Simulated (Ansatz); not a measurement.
hcp Ru, treated with r²SCAN (PAW; Ansatz, a program for electronic structure).

Settings: plane-wave cutoff 560 eV, 24×24×14 k mesh (along the axes of the cell as run), Fermi–Dirac smearing 0.05 eV, no spin polarisation, scalar-relativistic PAW data made under PBE.

Shape and atoms are relaxed at each volume.

Pressure at four volumes; x = ln(V/13.494 Å³). One pressure is withheld.

| V (Å³/atom) | x | P (GPa) |
|---|---|---|
| 12.954 | -0.0408 | 15.19 |
| 13.494 | 0.0000 | 0.00 |
| 13.764 | 0.0198 | -6.37 |
| 14.034 | 0.0392 | ? |

### Question
Pass a parabola P(x) through the three rows shown, estimate the bulk modulus and its pressure derivative near zero pressure, and predict the withheld pressure.

### Answer
Slopes between the rows: (0.00 − (15.19))/(0.0000 − (-0.0408)) = -372.30 and (-6.37 − (0.00))/(0.0198 − (0.0000)) = -321.72 GPa. Their difference over the span 0.0606 is c = 50.58/0.0606 = 834.7 GPa, so P(x) = 15.19 + (-372.30)(x − (-0.0408)) + 834.7 (x − (-0.0408))(x − (0.0000)). At the middle row B = −dP/dx = −[-372.30 + 834.7 × 0.0408] = 338.2 GPa, and B′ = dB/dP = 2c/B = 4.9. At x = 0.0392 the parabola gives -11.98 GPa; the run gives -12.03 GPa. The Birch–Murnaghan fit to the energies at all volumes has B0 = 337 GPa and B′ = 4.8.

Measured, for comparison: bulk modulus 318 GPa (zero-point energy and finite temperature contributions removed, sources range from 318 to 336; as tabulated in doi:10.1021/acs.jctc.3c00612). Computed less measured: bulk modulus +6 % (+0.3 % to +6 % over the range).
